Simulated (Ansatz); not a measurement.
A calculation with Ansatz (development build ahead of 0.2.0).

```yaml
crystal:
  periodic: [false, false, false]
  atoms:
    - { symbol: C, position_ang: [0.0, 0.0, -0.4772] }
    - { symbol: C, position_ang: [0.0, 1.32826, 0.21171] }
    - { symbol: C, position_ang: [0.0, -1.32826, 0.21171] }
    - { symbol: H, position_ang: [0.0, 0.0, -1.66198] }
    - { symbol: H, position_ang: [0.0, 2.33724, -0.39861] }
    - { symbol: H, position_ang: [0.0, 1.40238, 1.39093] }
    - { symbol: H, position_ang: [0.0, -2.33724, -0.39861] }
    - { symbol: H, position_ang: [0.0, -1.40238, 1.39093] }
basis:
  gaussian: { orbitals: def2-TZVP }
magnetization:
  spin_polarized: true
  initial_magnetization: 1
hamiltonian:
  xc: hf
```

The input is written out in the form of the current development build from the run's settings.

The run gave:

* Converged: yes
* Total energy: -116.46120 hartree
* Spin squared of the determinant: 1.100

Caution: the unrestricted determinant is spin contaminated.
